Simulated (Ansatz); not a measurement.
Isomers of Si3H7

2 of its isomers, all doublets with charge 0: A = `[SiH3][SiH][SiH3]`; B = `[SiH2][SiH2][SiH3]`.

Shapes, held fixed at every level: PBE0-D4/def2-TZVP. Flexible molecules stand in one conformer, not always the lowest. Programs: Ansatz 0.2.0.

A:

```xyz
10

Si   -1.3269    0.8549   -1.2092
Si    0.7194   -0.1316   -0.7196
Si    1.0004   -1.0033    1.4161
H    -2.4119   -0.0652   -0.7771
H    -1.4437    1.0898   -2.6730
H    -1.5055    2.1579   -0.5089
H     1.8858    0.6722   -1.1846
H    -0.1781   -1.8495    1.7413
H     1.1150    0.0641    2.4493
H     2.2285   -1.8403    1.4688
```

B:

```xyz
10

Si   -1.9141    0.6376   -0.6504
Si    0.3918    0.7346   -0.3866
Si    1.0648   -0.9915    1.0402
H    -2.4140   -0.6930   -1.0925
H    -2.5132    1.7117   -1.4894
H     0.7423    2.0525    0.2118
H     1.1108    0.6160   -1.6892
H     0.6544   -2.3031    0.4706
H     0.4188   -0.8266    2.3695
H     2.5417   -0.9894    1.2189
```

Electronic energies in kJ/mol, without zero-point or thermal terms.

(1) From chemical knowledge, estimate the order of stability.

## Answers

(1) A < B in rising energy, over a span of 12 kJ/mol, by CCSD(T)/CBS estimate. All levels agree on that. The B − A difference spans +10.9 to +12.5 kJ/mol over the levels. Open shells run unrestricted unless RO is named. The CBS estimate extrapolates MP2 from def2-TZVPP and def2-QZVPP and adds CCSD(T) − MP2 in the triple-zeta set, cores frozen.

| level | kind | B − A |
| --- | --- | --- |
| HF/def2-SVP | Hartree–Fock | +11.4 |
| BHLYP-D4/def2-TZVPP | global hybrid | +12.1 |
| wB97M-V/def2-TZVPP | range-separated hybrid | +12.5 |
| wB97X-V/def2-TZVPP | range-separated hybrid | +11.8 |
| MP2/def2-SVP | perturbation theory | +10.9 |
| MP2/def2-TZVPP | perturbation theory | +11.5 |
| CCSD/def2-TZVPP | coupled cluster or CI | +11.8 |
| CCSD(T)/CBS estimate | coupled cluster or CI | +12.0 |
